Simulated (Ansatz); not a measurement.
**Molecular dynamics, step by step**

BH₄SF, closed shell, HF/def2-mTZVP (Ansatz 0.2.0). Settings (timestep in fs, temperature in K; T counts 15 degrees of freedom):

```yaml
hamiltonian: {xc: hf}
md: {n_steps: 60, timestep: 1.0, temperature: 300, ensemble: nve, seed: 346, initial_velocities: maxwell_boltzmann}
```

Start, the saddle point found with PBE0-D4 in triple zeta (not stationary at another level):

```json
{"atom": "B1", "x (Å)": "-0.6227", "y (Å)": "-0.3018", "z (Å)": "0.1822"}
{"atom": "F2", "x (Å)": "0.1196", "y (Å)": "-0.9561", "z (Å)": "-1.0676"}
{"atom": "H3", "x (Å)": "-0.8613", "y (Å)": "-1.1730", "z (Å)": "0.9613"}
{"atom": "H4", "x (Å)": "-1.4797", "y (Å)": "0.4235", "z (Å)": "-0.2172"}
{"atom": "H5", "x (Å)": "0.9839", "y (Å)": "-0.3627", "z (Å)": "-0.5826"}
{"atom": "S6", "x (Å)": "1.0114", "y (Å)": "0.6290", "z (Å)": "0.7303"}
{"atom": "H7", "x (Å)": "0.8488", "y (Å)": "1.7411", "z (Å)": "-0.0065"}
```

```tsv
step	time (fs)	potential energy less the start (meV)	kinetic energy (meV)	T (K)
0	0.00	0.0	193.9	300
4	4.00	48.4	149.3	231
8	8.00	-231.7	404.6	626
12	12.00	-346.4	529.9	820
16	16.00	-503.9	674.8	1044
20	20.00	-589.1	760.2	1176
24	24.00	-776.7	935.2	1447
28	28.00	-804.1	986.3	1526
32	32.00	-944.1	1091.1	1688
36	36.00	-708.0	903.0	1397
40	40.00	-824.4	988.6	1530
44	44.00	-798.5	1004.5	1554
48	48.00	-855.5	1078.1	1668
52	52.00	-739.3	947.7	1466
56	56.00	-625.6	865.4	1339
60	60.00	-687.1	895.4	1385
```

Step 8, positions (Å) and forces (eV/Å):

```csv
atom,x,y,z,Fx,Fy,Fz
B1,-0.658,-0.286,0.213,-0.528,0.600,0.825
F2,0.128,-0.971,-1.093,-1.404,-1.459,-1.261
H3,-0.940,-1.184,0.931,0.146,0.024,-0.126
H4,-1.539,0.336,-0.331,0.692,-0.047,0.479
H5,0.862,-0.535,-0.767,2.069,0.415,-0.126
S6,1.031,0.642,0.745,-1.330,0.199,0.120
H7,0.710,1.710,0.011,0.355,0.268,0.089
```

Step 28, positions (Å) and forces (eV/Å):

```json
{"atom": "B1", "x": "-0.603", "y": "-0.123", "z": "0.414", "Fx": "0.086", "Fy": "0.494", "Fz": "0.159"}
{"atom": "F2", "x": "0.142", "y": "-1.103", "z": "-1.264", "Fx": "3.156", "Fy": "-0.421", "Fz": "-1.505"}
{"atom": "H3", "x": "-0.862", "y": "-1.139", "z": "0.905", "Fx": "0.143", "Fy": "-0.441", "Fz": "0.415"}
{"atom": "H4", "x": "-1.428", "y": "0.485", "z": "-0.112", "Fx": "-0.503", "Fy": "0.405", "Fz": "-0.422"}
{"atom": "H5", "x": "1.097", "y": "-1.046", "z": "-1.428", "Fx": "-3.265", "Fy": "-0.085", "Fz": "0.702"}
{"atom": "S6", "x": "0.985", "y": "0.670", "z": "0.785", "Fx": "0.693", "Fy": "0.034", "Fz": "0.832"}
{"atom": "H7", "x": "0.881", "y": "1.882", "z": "0.243", "Fx": "-0.310", "Fy": "0.014", "Fz": "-0.181"}
```

Step 36, positions (Å) and forces (eV/Å):

| atom | x | y | z | Fx | Fy | Fz |
| --- | --- | --- | --- | --- | --- | --- |
| B1 | -0.560 | 0.004 | 0.518 | -2.399 | -2.061 | 0.106 |
| F2 | 0.143 | -1.196 | -1.388 | 4.472 | -0.054 | -1.231 |
| H3 | -0.670 | -1.077 | 1.020 | -0.316 | 0.355 | -0.186 |
| H4 | -1.451 | 0.535 | -0.037 | 0.015 | 0.121 | 0.020 |
| H5 | 1.129 | -1.137 | -1.536 | -4.498 | -0.240 | 0.724 |
| S6 | 0.967 | 0.681 | 0.821 | 2.455 | 1.920 | 0.524 |
| H7 | 0.782 | 1.884 | 0.256 | 0.271 | -0.041 | 0.044 |

Last step (60):

```
7
angstrom
B -0.7448 0.1218 0.8317
F 0.1463 -1.5198 -1.8368
H -1.0912 -0.9236 1.3146
H -1.5517 0.7997 0.3027
H 1.1222 -1.2842 -1.6239
S 1.0402 0.8226 0.9638
H 0.9050 1.9611 0.2696
```

Hardware: 2 CPU threads of an Arm Neoverse V1, shared host. Wall time about 28 s.
